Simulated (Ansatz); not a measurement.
`S[Si]Cl` + NH₃ → `N[Si]Cl` + H₂S at 500 K and 1 bar (ligand exchange at the Si–S bond).

Computed with Ansatz on PBE0-D4/def2-TZVP structures; ΔE is electronic, products minus reactants. CBS: def2 TZ/QZ extrapolation, frozen cores. Each species was taken in one conformer, which may not be the lowest.

| species | CCSD(T)/CBS energy (Eh) | H − E (kJ/mol) | S (J/(mol·K)) |
| --- | --- | --- | --- |
| `S[Si]Cl` | -1147.27489 | 57.0 | 327.1 |
| NH₃ | -56.50568 | 108.2 | 211.8 |
| `N[Si]Cl` | -804.81294 | 100.4 | 317.4 |
| H₂S | -398.97119 | 57.0 | 224.0 |

H − E and S are ideal-gas, rigid-rotor, harmonic terms from PBE0-D4/def2-TZVP, for one conformer and one mirror image of each species. 1 Eh = 2625.50 kJ/mol, R = 8.31446 J/(mol·K).

Problem. By hand: ΔE, ΔH, ΔS and ΔG.

Solution. ΔE = (-804.81294) + (-398.97119) − (-1147.27489) − (-56.50568) = -0.00356 Eh = -9.3 kJ/mol. Δ(H − E) = 100.4 + 57.0 − 57.0 − 108.2 = -7.8, so ΔH = -17.1 kJ/mol. ΔS = 317.4 + 224.0 − 327.1 − 211.8 = 2.5 J/(mol·K). ΔG = -17.1 − 500 × (2.5)/1000 = -18.4 kJ/mol.

Problem. By hand: the equilibrium constant, and the temperature at which ΔG would vanish if ΔH and ΔS stayed fixed.

Solution. log₁₀ K = −ΔG/(RT ln 10) = 1.9. ΔH and −TΔS have one sign here, so there is no such temperature.

The number of gas molecules stays the same, so ΔS is small and ΔH decides. A doubt of 5 kJ/mol in ΔE shifts log₁₀ K by 0.5 here. Other conformers and mirror images would add mixing entropy, several J/(mol·K) or more a flexible species. These are equilibria of isolated gas molecules and say nothing of rates. Largest T1 diagnostic: 0.014 (customary marks: 0.02 for closed shells, 0.045 for open ones).

ΔS is within the doubt of such terms, so its sign, and with it that verdict, could turn.
